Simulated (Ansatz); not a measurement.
# BH2 radical (SMILES [BH2]): a rigid scan of the bond length B1–H3

An exercise on one series of results from a longer session: the logs are not shown, and one member is left open.

Method: single points in def2-TZVPP; program: Ansatz 0.2.0, Gaussian basis.

Levels: PBE-D4, r2SCAN-D4, PBE0-D4, B3LYP-D4, wB97M-V, Hartree-Fock, MP2, CCSD, CCSD(T). The scan takes 0.977, 1.027, 1.101, 1.187, 1.282, 1.384, 1.493, 1.608, 1.727 Å.

Correlated methods freeze the cores. Orbitals are unrestricted. B3LYP uses VWN-RPA correlation.

19 further runs of the same task are left out: 19 set aside as unsound or not needed.

## The starting structure

The minimum, relaxed at PBE0-D4: SMILES `[BH2]`, 3 atoms, charge 0, spin multiplicity 2.

Atoms are counted from 1 here; the program's logs count them from 0.

Bond lengths: B1–H2 1.191 Å, B1–H3 1.191 Å. Angles: H2–B1–H3 129.5°.

Geometry (Å):

```
B     0.2647   -0.1674    0.1295
H     0.2924    1.0151    0.2710
H    -0.5571   -0.8477   -0.4006
```

Energies of the minimum (eV), from earlier single points: PBE-D4 -704.32665, r2SCAN-D4 -705.23541, PBE0-D4 -704.64219, B3LYP-D4 -706.05944, wB97M-V -705.07266, CCSD(T) -703.78205.

At the minimum the bond length B1–H3 is 1.191 Å.

The first run:

ccsdt-tzvpp/in.yaml

```yaml
crystal:
  periodic: [false, false, false]
  atoms:
    - {symbol: B, position_ang: [0.264671, -0.167405, 0.129534]}
    - {symbol: H, position_ang: [0.292401, 1.015071, 0.271046]}
    - {symbol: H, position_ang: [-0.409286, -0.725325, -0.305251]}
basis:
  gaussian: {orbitals: def2-TZVPP}
magnetization: {spin_polarized: true, initial_magnetization: 1}
correlation: {method: ccsd_t}
scf: {omitted_lower_state_checks: [cluster_reference]}
```

The command line of these runs was not kept.

Steps of the session up to this table: B1–H3 = 0.977 Å; B1–H3 = 1.027 Å; B1–H3 = 1.101 Å; B1–H3 = 1.187 Å; B1–H3 = 1.282 Å; B1–H3 = 1.384 Å; B1–H3 = 1.493 Å; B1–H3 = 1.608 Å; B1–H3 = 1.727 Å.

One of the session's tables, all rows but one given; the rest of the session is left out.

Energies less that of the minimum at the same level (kcal/mol):

| bond length (Å) | PBE-D4 | PBE0-D4 | B3LYP-D4 | wB97M-V | Hartree-Fock |
| --- | --- | --- | --- | --- | --- |
| 0.977 | 19.2 | 18.7 | 17.8 | 17.5 | 18.1 |
| 1.027 | 10.4 | 10.0 | 9.4 | 9.1 | 9.4 |
| 1.101 | 2.9 | 2.6 | 2.3 | 2.2 | 2.3 |
| 1.187 | 0.0 | 0.0 | 0.0 | 0.0 | 0.0 |
| 1.191 (minimum) | 0.0 | 0.0 | 0.0 | 0.0 | 0.0 |
| 1.282 | 1.7 | 2.0 | 2.2 | 2.3 | 2.5 |
| 1.384 | 6.9 | 7.7 | 8.0 | 8.3 | 8.8 |
| 1.493 | 14.6 | 16.0 | 16.2 | 16.8 | 18.0 |
| 1.608 | ? | ? | ? | ? | ? |
| 1.727 | 34.1 | 36.7 | 36.5 | 37.8 | 40.7 |

Q: Estimate the row for bond length (Å) = 1.608 from the others.

Worked estimate for «PBE-D4». A straight line through the neighbours (1.493, 14.6) and (1.727, 34.1) gives 14.6 + (34.1 − 14.6) × (1.608 − 1.493) / (1.727 − 1.493) = 24.2; a parabola fitted to 3 rows on both sides gives 23.7.

**Answer.** PBE-D4: 24.0; PBE0-D4: 26.0; B3LYP-D4: 26.0; wB97M-V: 27.0; Hartree-Fock: 28.9. In «PBE-D4» the line misses by +0.2 and the parabola by -0.3.

Caveats from the session: A polynomial through the near points puts the CCSD(T) minimum 0.003 Å below the PBE0-D4 value.
